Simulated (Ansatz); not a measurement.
We consider rock-salt MgS, described by Hartree–Fock (Ansatz, a program for electronic structure, PAW).

Run with plane-wave cutoff 460 eV, 8×8×8 k mesh, Fermi–Dirac smearing 0.01 eV, scalar-relativistic PAW data made under PBE.

Properties against volume:

| V (Å³/atom) | P (GPa) | direct gap at Γ (eV) | smallest gap on the k mesh (eV) |
|---|---|---|---|
| 17.480 | 4.61 | 11.819 | 10.354 |
| 17.987 | 2.04 | 11.516 | 10.252 |
| 18.423 | 0.10 | 11.270 | 10.165 |
| 18.909 | -1.81 | 11.008 | 10.069 |
| 19.370 | -3.41 | 10.771 | 9.980 |

The fundamental gap (10.16 eV at the equilibrium volume, on the SCF mesh) lies elsewhere than Γ–Γ.
